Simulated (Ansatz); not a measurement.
# CHOSi (quartet): the correlation ladder at a displaced geometry (v2), cc-pVDZ

One table from this session's results is given with a row withheld; the runs are named, their logs left out.

The runs use Ansatz 0.2.0, Gaussian basis; cc-pVDZ, core rule «outside noble gas», up to 7 orbitals frozen.

The runs, in order: UHF; CCSD(T) on ROHF; CCSD(T) on UHF; BCCD(T) on ROHF; CISD as a restricted active space (open shells left free, so some higher excitations enter); CCSDT(Q) on ROHF; CCSDT(Q) on UHF.

20 further runs of the same task are left out: 10 that didn't finish, 10 set aside as unsound or not needed. Runs told in other sessions of the task aren't counted.

## The geometry

The geometry is a PBE0/def2-TZVP stationary point (not a proven minimum) with its atoms shifted at random (size 0.100 Å).

4 atoms, charge 0, spin multiplicity 4.

Atoms are counted from 1 here; the program's logs count them from 0.

Bond lengths: C1–Si2 1.819 Å, C1–H4 1.159 Å, Si2–O3 1.557 Å. Angles: Si2–C1–H4 148.9°, C1–Si2–O3 120.7°.

As a file:

```xyz
4
charge 0, multiplicity 4
C     0.1059   -0.2275    1.6359
Si   -0.0590    0.4319   -0.0516
O     0.0177   -0.5154   -1.2855
H     0.1008   -1.1418    2.3490
```

Set-up of the first run:

in.yaml

```yaml
crystal:
  periodic: [false, false, false]
  atoms:
    - {symbol: C, position_ang: [0.105909, -0.227536, 1.635871]}
    - {symbol: Si, position_ang: [-0.058965, 0.431905, -0.051592]}
    - {symbol: O, position_ang: [0.017655, -0.515430, -1.285460]}
    - {symbol: H, position_ang: [0.100764, -1.141754, 2.348981]}
basis:
  gaussian: {orbitals: cc-pVDZ}
magnetization: {spin_polarized: true, initial_magnetization: 3}
hamiltonian: {xc: hf}
output: {orbitals: {seedname: orbitals}}
```

The run is started by

```sh
$ ansatz run in.yaml --threads 1 --pin off --events-out ev --progress --plain --max-ram 2393MiB
```

Steps of the session up to this table: UHF; CCSD(T) on ROHF; CCSD(T) on UHF; BCCD(T) on ROHF; CISD as a restricted active space (open shells left free, so some higher excitations enter); CCSDT(Q) on ROHF; CCSDT(Q) on UHF.

One of the session's tables, all rows but one given; the rest of the session is left out.

```
   method  from RCCSDT(Q) (kcal/mol)
     ROHF                    +251.29
      UHF                    +243.80
     RMP2                     +24.52
     UMP2                     +26.27
     CISD                          ?
    RCCSD                     +11.45
    UCCSD                     +11.15
 RCCSD(T)                      +1.84
 UCCSD(T)                      +2.08
  BCCD(T)                      +1.97
   RCCSDT                      +0.79
   UCCSDT                      +0.83
RCCSDT(Q)                          0
UCCSDT(Q)                      -0.55
```

**Question.** Estimate the row for CISD.

**Answer.** from RCCSDT(Q) (kcal/mol): +36.18. In the column «from RCCSDT(Q) (kcal/mol)» it lies between UMP2 (+26.27) and UHF (+243.80).

Limits of these values: Restricted and unrestricted rows rest on different reference determinants; a gap between their highest levels can come from leftover correlation error, from unlike frozen cores or from another state.
